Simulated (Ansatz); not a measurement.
Two members of one family (Series SiH2X2), computed with Ansatz in the gas phase. The two geometries come from different levels. Binding counts from free atoms in the multiplicity of their measured ground term, without zero-point energy. A dash marks a value that wasn't run or was left out as unsound. The structures are stationary points that may keep the symmetry of their start. Remarks come from the PBE and PBE0 runs and from stability tests at other levels; not every state was tested. HOMO above LUMO (over both spins in singlets and doublets, within one spin in higher multiplets; at PBE or PBE0), or a gap under 0.15 eV within one spin, warns that the state may not be the lowest or that an electron is smeared out.

First: Si(SiH3)2H2 (singlet, charge 0, PBE0-D4/def2-SVP geometry).

```
atom   x (Å)   y (Å)   z (Å)
 Si1   0.749  -0.044  -0.649
 Si2  -0.886   1.636  -0.582
  H3  -2.240   1.027  -0.773
  H4  -0.659   2.657  -1.650
  H5  -0.853   2.313   0.752
 Si6   0.342  -1.604   1.054
  H7  -1.014  -2.208   0.867
  H8   0.378  -0.916   2.381
  H9   1.363  -2.695   1.045
 H10   2.104   0.564  -0.463
 H11   0.716  -0.728  -1.981
```

```json
{"level": "r2SCAN-D4/def2-TZVP", "HOMO (eV)": "-7.20", "LUMO (eV)": "-0.82", "gap (eV)": "6.38", "vertical IE (eV)": "9.77", "binding per atom (eV)": "2.94"}
{"level": "PBE0-D4/def2-SVP", "HOMO (eV)": "-8.08", "LUMO (eV)": "-0.05", "gap (eV)": "8.03", "vertical IE (eV)": "–", "binding per atom (eV)": "2.89"}
{"level": "PBE0-D4/def2-TZVP", "HOMO (eV)": "-8.01", "LUMO (eV)": "-0.24", "gap (eV)": "7.77", "vertical IE (eV)": "9.86", "binding per atom (eV)": "2.90"}
{"level": "CAM-B3LYP-D4/def2-TZVP", "HOMO (eV)": "-9.24", "LUMO (eV)": "0.84", "gap (eV)": "10.08", "vertical IE (eV)": "–", "binding per atom (eV)": "2.95"}
{"level": "ωB97X-V/def2-TZVP", "HOMO (eV)": "-10.22", "LUMO (eV)": "1.78", "gap (eV)": "12.00", "vertical IE (eV)": "–", "binding per atom (eV)": "2.98"}
```

Second: SiMe2H2 (singlet, charge 0, PBE-D4/def2-TZVP geometry).

| atom | x (Å) | y (Å) | z (Å) |
| --- | --- | --- | --- |
| Si1 | -0.5422 | 0.4817 | -0.0948 |
| C2 | 1.1469 | 0.6093 | -0.9180 |
| H3 | 1.2063 | 1.4959 | -1.5652 |
| H4 | 1.3485 | -0.2774 | -1.5369 |
| H5 | 1.9444 | 0.6855 | -0.1635 |
| C6 | -0.6584 | -1.0433 | 1.0035 |
| H7 | -1.6444 | -1.1109 | 1.4845 |
| H8 | 0.1042 | -1.0144 | 1.7955 |
| H9 | -0.5034 | -1.9608 | 0.4157 |
| H10 | -1.6090 | 0.4232 | -1.1481 |
| H11 | -0.7931 | 1.7111 | 0.7274 |

Task: Estimate the same table for the second.

Result: 
| level | HOMO (eV) | LUMO (eV) | gap (eV) | vertical IE (eV) | binding per atom (eV) |
| --- | --- | --- | --- | --- | --- |
| r2SCAN-D4/def2-TZVP | -7.78 | 0.90 | 8.68 | 10.75 | 3.67 |
| PBE0-D4/def2-SVP | -8.80 | 1.60 | 10.40 | – | 3.67 |
| PBE0-D4/def2-TZVP | -8.80 | 1.05 | 9.85 | 10.93 | 3.66 |
| CAM-B3LYP-D4/def2-TZVP | -10.19 | 1.83 | 12.03 | – | 3.69 |
| ωB97X-V/def2-TZVP | -11.21 | 2.89 | 14.10 | – | 3.68 |

Remarks: gap within one spin near zero at PBE or PBE0 (+1 doublet).
